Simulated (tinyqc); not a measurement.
CCSD on RHF in the sto-3g basis, for BH2+, spin multiplicity 1, step by step (part 2 of 2). Computed by tinyqc, a small Python program that keeps every step (integrals from PySCF). Command: `OMP_NUM_THREADS=1 python tinyqc.py 21671 21672 out.jsonl` (the two numbers bound the seeds that draw the settings). One thread of a shared host (Intel(R) Xeon(R) Processor @ 2.60GHz), about 0.3 s of CPU time with the checks.

Geometry (angstrom):

| atom | x | y | z |
|---|---|---|---|
| B | 0.000000 | 0.000000 | 0.000000 |
| H | 0.000000 | 0.952000 | 0.525000 |
| H | 0.000000 | -0.952000 | 0.525000 |

## CCSD: amplitude update 1

Starting amplitudes (spin orbitals 1a, 1b, ...; amplitudes related by a flip of all spins are not repeated; the 24 largest):

| from | to | t |
|---|---|---|
| 2a 2b | 5a 5b | -0.043455 |
| 2a 2b | 4a 4b | -0.040399 |
| 3a 3b | 7a 7b | -0.039225 |
| 2a 2b | 6a 6b | -0.029599 |
| 3a 3b | 6a 6b | -0.028382 |
| 2a 3b | 4a 7b | 0.023937 |
| 2a 3b | 6a 7b | -0.023133 |
| 3a 3b | 4a 4b | -0.021952 |
| 2a 3b | 6b 7a | 0.018350 |
| 2a 2b | 7a 7b | -0.018035 |
| 3a 3b | 5a 5b | -0.015193 |
| 2a 3b | 4b 7a | -0.013904 |
| 2a 3a | 4a 7a | 0.010033 |
| 3a 3b | 4a 6b | 0.009276 |
| 2a 3a | 6a 7a | -0.004783 |
| 1a 2b | 5a 5b | -0.002523 |
| 1a 1b | 6a 6b | -0.001997 |
| 1a 1b | 4a 4b | -0.001727 |
| 1a 2b | 4a 4b | -0.001660 |
| 1a 2b | 4b 6a | 0.001450 |
| 1a 1b | 5a 5b | -0.001396 |
| 1a 2b | 4a 6b | -0.001379 |
| 1a 1b | 7a 7b | -0.001368 |
| 1a 2b | 7a 7b | -0.000961 |

Two-electron integrals over orbitals (pq|rs), unique and non-zero (hartree):
```
(11|11) 2.890417    (21|11) -0.258195   (21|21) 0.036893    (22|11) 0.635328
(22|21) -0.007447   (22|22) 0.501648    (31|31) 0.009931    (32|31) 0.017083
(32|32) 0.148442    (33|11) 0.595312    (33|21) -0.003670   (33|22) 0.493091
(33|33) 0.513145    (41|11) 0.139402    (41|21) -0.016511   (41|22) 0.015741
(41|33) 0.007558    (41|41) 0.026632    (42|11) -0.050738   (42|21) 0.006896
(42|22) 0.035311    (42|33) 0.019464    (42|41) 0.014104    (42|42) 0.063349
(43|31) -0.002841   (43|32) 0.013150    (43|43) 0.027921    (44|11) 0.720891
(44|21) -0.013604   (44|22) 0.447988    (44|33) 0.446497    (44|41) -0.011760
(44|42) -0.062546   (44|44) 0.602084    (51|51) 0.021720    (52|51) 0.021772
(52|52) 0.073963    (53|53) 0.021359    (54|51) -0.011797   (54|52) -0.030083
(54|54) 0.044178    (55|11) 0.742000    (55|21) -0.009881   (55|22) 0.481008
(55|33) 0.460302    (55|41) 0.004855    (55|42) -0.024986   (55|44) 0.516482
(55|55) 0.586773    (61|11) -0.207311   (61|21) 0.032311    (61|22) -0.000189
(61|33) -0.000644   (61|41) -0.004651   (61|42) 0.013300    (61|44) -0.017528
(61|55) -0.004982   (61|61) 0.033522    (62|11) 0.191554    (62|21) -0.006918
(62|22) 0.041564    (62|33) 0.007506    (62|41) 0.012657    (62|42) -0.001175
(62|44) 0.060257    (62|55) 0.092770    (62|61) 0.000104    (62|62) 0.086661
(63|31) -0.000240   (63|32) -0.071903   (63|43) -0.018105   (63|63) 0.074691
(64|11) 0.069036    (64|21) 0.000558    (64|22) 0.021950    (64|33) 0.005198
(64|41) 0.006244    (64|42) 0.008245    (64|44) 0.029074    (64|55) 0.027098
(64|61) 0.004303    (64|62) 0.039267    (64|64) 0.025351    (65|51) 0.018478
(65|52) 0.055032    (65|54) -0.015686   (65|65) 0.048816    (66|11) 0.643045
(66|21) -0.006759   (66|22) 0.513574    (66|33) 0.502355    (66|41) 0.023553
(66|42) 0.059338    (66|44) 0.426065    (66|55) 0.470939    (66|61) 0.004903
(66|62) 0.026094    (66|64) 0.019880    (66|66) 0.564378    (71|31) 0.015022
(71|32) 0.021702    (71|43) -0.005147   (71|63) 0.000476    (71|71) 0.023032
(72|31) 0.006237    (72|32) -0.028047   (72|43) -0.029578   (72|63) 0.051512
(72|71) 0.009527    (72|72) 0.053792    (73|11) 0.205315    (73|21) -0.007515
(73|22) 0.019437    (73|33) 0.019537    (73|41) -0.002831   (73|42) -0.050921
(73|44) 0.101478    (73|55) 0.092477    (73|61) -0.008108   (73|62) 0.064937
(73|64) 0.023956    (73|66) -0.018670   (73|73) 0.105378    (74|31) -0.010165
(74|32) -0.068597   (74|43) 0.013479    (74|63) 0.034121    (74|71) -0.014466
(74|72) 0.002820    (74|74) 0.055158    (75|53) 0.016167    (75|75) 0.017626
(76|31) 0.010852    (76|32) 0.118635    (76|43) 0.024748    (76|63) -0.082018
(76|71) 0.013556    (76|72) -0.050616   (76|74) -0.051998   (76|76) 0.122899
(77|11) 0.676388    (77|21) -0.010051   (77|22) 0.487479    (77|33) 0.509425
(77|41) 0.003765    (77|42) 0.002549    (77|44) 0.480206    (77|55) 0.474276
(77|61) -0.008349   (77|62) 0.005108    (77|64) 0.000938    (77|66) 0.506857
(77|73) 0.028996    (77|77) 0.536653
```

orbital energies (hartree): MO1 -7.975957, MO2 -1.048234, MO3 -0.900146, MO4 -0.264184, MO5 -0.197197, MO6 0.415670, MO7 0.443105

t_i^a D_i^a and t_ij^ab D_ij^ab are set to the remaining terms of the spin-orbital equations, evaluated with the old amplitudes; for the doubles these are <ij||ab> + 1/2 <ab||ef> t_ij^ef + 1/2 <mn||ij> t_mn^ab + P(ij)P(ab) <mb||ej> t_im^ae + terms in t^2 + terms with t1, D the orbital-energy denominators.

Amplitudes after update 1 (spin orbitals 1a, 1b, ...; amplitudes related by a flip of all spins are not repeated; the 24 largest):

| from | to | t |
|---|---|---|
| 2a 2b | 5a 5b | -0.057035 |
| 2a 2b | 4a 4b | -0.051043 |
| 3a 3b | 7a 7b | -0.050132 |
| 2a 2b | 6a 6b | -0.036508 |
| 3a 3b | 6a 6b | -0.035827 |
| 2a 3b | 4a 7b | 0.031764 |
| 2a 3b | 6a 7b | -0.030679 |
| 3a 3b | 4a 4b | -0.028808 |
| 2a 3b | 6b 7a | 0.025565 |
| 2a 2b | 7a 7b | -0.023129 |
| 2a 3b | 4b 7a | -0.020068 |
| 3a 3b | 5a 5b | -0.015685 |
| 3a 3b | 4a 6b | 0.015290 |
| 2a 3a | 4a 7a | 0.011695 |
| 2a | 4a | -0.008785 |
| 2a 3a | 6a 7a | -0.005114 |
| 1a 2b | 5a 5b | -0.002666 |
| 1a 1b | 6a 6b | -0.001777 |
| 1a 2b | 4a 4b | -0.001731 |
| 1a 1b | 4a 4b | -0.001572 |
| 1a 2b | 4b 6a | 0.001508 |
| 1a 2b | 4a 6b | -0.001497 |
| 1a 1b | 5a 5b | -0.001292 |
| 1a 1b | 7a 7b | -0.001245 |

correlation energy = -0.03364599 hartree

## CCSD: amplitude update 2

As before.

Amplitudes after update 2 (spin orbitals 1a, 1b, ...; amplitudes related by a flip of all spins are not repeated; the 24 largest):

| from | to | t |
|---|---|---|
| 2a 2b | 5a 5b | -0.061982 |
| 2a 2b | 4a 4b | -0.055069 |
| 3a 3b | 7a 7b | -0.053445 |
| 3a 3b | 6a 6b | -0.038069 |
| 2a 2b | 6a 6b | -0.038053 |
| 2a 3b | 4a 7b | 0.034587 |
| 2a 3b | 6a 7b | -0.032814 |
| 3a 3b | 4a 4b | -0.031629 |
| 2a 3b | 6b 7a | 0.027809 |
| 2a 2b | 7a 7b | -0.024829 |
| 2a 3b | 4b 7a | -0.022635 |
| 3a 3b | 4a 6b | 0.018908 |
| 2a | 4a | -0.015015 |
| 3a 3b | 5a 5b | -0.013779 |
| 2a 3a | 4a 7a | 0.011952 |
| 2a 3a | 6a 7a | -0.005005 |
| 1a 2b | 5a 5b | -0.002639 |
| 1a 1b | 6a 6b | -0.001776 |
| 1a 2b | 4a 4b | -0.001729 |
| 1a 1b | 4a 4b | -0.001537 |
| 1a 2b | 4b 6a | 0.001507 |
| 1a 2b | 4a 6b | -0.001494 |
| 1a 1b | 5a 5b | -0.001269 |
| 1a 1b | 7a 7b | -0.001240 |

correlation energy = -0.03612197 hartree

## CCSD: amplitude update 3

t_i^a D_i^a and t_ij^ab D_ij^ab are set to the remaining terms of the spin-orbital equations, evaluated with the old amplitudes; for the doubles these are <ij||ab> + 1/2 <ab||ef> t_ij^ef + 1/2 <mn||ij> t_mn^ab + P(ij)P(ab) <mb||ej> t_im^ae + terms in t^2 + terms with t1, D the orbital-energy denominators. DIIS then mixes the stored amplitudes.

DIIS coefficients: -0.730942  1.730942

Amplitudes after update 3 (spin orbitals 1a, 1b, ...; amplitudes related by a flip of all spins are not repeated; the 24 largest):

| from | to | t |
|---|---|---|
| 2a 2b | 5a 5b | -0.065601 |
| 2a 2b | 4a 4b | -0.058455 |
| 3a 3b | 7a 7b | -0.055131 |
| 3a 3b | 6a 6b | -0.039313 |
| 2a 2b | 6a 6b | -0.038401 |
| 2a 3b | 4a 7b | 0.036687 |
| 3a 3b | 4a 4b | -0.033938 |
| 2a 3b | 6a 7b | -0.033856 |
| 2a 3b | 6b 7a | 0.028912 |
| 2a 2b | 7a 7b | -0.025809 |
| 2a 3b | 4b 7a | -0.024634 |
| 3a 3b | 4a 6b | 0.022378 |
| 2a | 4a | -0.021338 |
| 2a 3a | 4a 7a | 0.012053 |
| 3a 3b | 5a 5b | -0.010824 |
| 2a 3a | 6a 7a | -0.004943 |
| 1a 2b | 5a 5b | -0.002620 |
| 1a 1b | 6a 6b | -0.001770 |
| 1a 2b | 4a 4b | -0.001742 |
| 3a | 7a | -0.001579 |
| 1a 2b | 4b 6a | 0.001515 |
| 1a 1b | 4a 4b | -0.001497 |
| 1a 2b | 4a 6b | -0.001479 |
| 1a 1b | 5a 5b | -0.001251 |

correlation energy = -0.03765299 hartree

## CCSD: convergence

E_corr = 1/4 sum <ij||ab> t_ij^ab + 1/2 sum <ij||ab> t_i^a t_j^b; stop when the norm of the change is below 1e-8.

Course of the amplitude iterations:

| update | correlation energy (hartree) | norm of the change |
|---|---|---|
| 0 | -0.02601177 | - |
| 1 | -0.03364599 | 6.71e-02 |
| 2 | -0.03612197 | 2.59e-02 |
| 3 | -0.03765299 | 1.21e-02 |
| 4 | -0.03766941 | 2.77e-03 |
| 5 | -0.03766948 | 2.56e-04 |
| 6 | -0.03766912 | 4.52e-05 |
| 7 | -0.03766911 | 1.58e-05 |
| 8 | -0.03766919 | 2.88e-06 |
| 9 | -0.03766918 | 9.86e-07 |
| 10 | -0.03766916 | 4.05e-07 |
| 11 | -0.03766916 | 9.81e-08 |
| 12 | -0.03766916 | 2.58e-08 |
| 13 | -0.03766916 | 7.82e-09 |

Converged amplitudes (spin orbitals 1a, 1b, ...; amplitudes related by a flip of all spins are not repeated; the 24 largest):

| from | to | t |
|---|---|---|
| 2a 2b | 5a 5b | -0.066264 |
| 2a 2b | 4a 4b | -0.059456 |
| 3a 3b | 7a 7b | -0.054675 |
| 3a 3b | 6a 6b | -0.039289 |
| 2a 2b | 6a 6b | -0.037847 |
| 2a 3b | 4a 7b | 0.037051 |
| 3a 3b | 4a 4b | -0.034450 |
| 2a 3b | 6a 7b | -0.033645 |
| 2a 3b | 6b 7a | 0.028551 |
| 2a 2b | 7a 7b | -0.025731 |
| 2a 3b | 4b 7a | -0.024923 |
| 2a | 4a | -0.023355 |
| 3a 3b | 4a 6b | 0.023293 |
| 2a 3a | 4a 7a | 0.012128 |
| 3a 3b | 5a 5b | -0.009201 |
| 2a 3a | 6a 7a | -0.005094 |
| 1a 2b | 5a 5b | -0.002629 |
| 3a | 7a | -0.001873 |
| 1a 1b | 6a 6b | -0.001775 |
| 1a 2b | 4a 4b | -0.001752 |
| 1a 2b | 4b 6a | 0.001527 |
| 1a 1b | 4a 4b | -0.001486 |
| 1a 2b | 4a 6b | -0.001478 |
| 1a 1b | 5a 5b | -0.001252 |

CCSD total energy = -25.15052632 hartree

T1 diagnostic, norm of the one-spin t1 over sqrt(correlated electrons) = 0.009567

Converged in 13 updates, with DIIS from the third.
